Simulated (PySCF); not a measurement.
B(H2O)H3.
Geometry (PBE0-D3(BJ)/def2-SVP, Å), atoms numbered from 1 in this order:
```
atom  x, y, z in Å
B1     0.0656   -0.1111   -0.6897
O2     0.0906   -0.1279    0.9846
H3    -0.8223   -0.1337    1.3025
H4     0.4811    0.7009    1.2930
H5     1.2491   -0.0720   -0.9706
H6    -0.5652    0.9004   -0.9658
H7    -0.4989   -1.1566   -0.9540
```

Jobs on this species (7 atoms, 18 electrons) with PySCF (density fitting). Hardware of each: x86-64 server, one thread, shared host. The host was shared with other jobs, so the times are rough.

```json
{"level and settings": "KT2/pcSseg-1", "work": "shieldings", "basis functions": "59", "SCF cycles": "?", "wall time": "?"}
{"level and settings": "delta-SCF UKS SCAN, pcX-2 on the ionised atom, pcseg-1 elsewhere, spin-free X2C", "work": "ΔSCF core ionisation, 2 holes", "basis functions": "84", "SCF cycles": "?", "wall time": "?"}
{"level and settings": "wB97X-D/def2-SVPD", "work": "10 singlets by full TDDFT, 4 Tamm–Dancoff triplets, polarisability", "basis functions": "83", "SCF cycles": "12", "wall time": "3.4 s"}
{"level and settings": "B3LYP/pcJ-1", "work": "spin–spin couplings from 7 perturbed nuclei", "basis functions": "104", "SCF cycles": "12", "wall time": "4.4 s"}
{"level and settings": "PBE0-D3(BJ)/def2-SVP, grid level 1", "work": "geometry optimisation from a GFN2-xTB start", "basis functions": "53", "SCF cycles": "33", "wall time": "4.8 s"}
{"level and settings": "PBE0/pcSseg-1", "work": "shieldings, charges and field gradients", "basis functions": "59", "SCF cycles": "12", "wall time": "3.0 s"}
```

Problem. Fill in the missing figures.

Solution. 
- KT2/pcSseg-1; shieldings: 2.7 s, 12 SCF cycles
- delta-SCF UKS SCAN, pcX-2 on the ionised atom, pcseg-1 elsewhere, spin-free X2C; ΔSCF core ionisation, 2 holes: 4.2 s, 29 SCF cycles

Problem. What do all jobs in the table cost together?

Solution. About 22 s; the longest takes about 21 % of that, and about 1.8 times as long as the shortest.
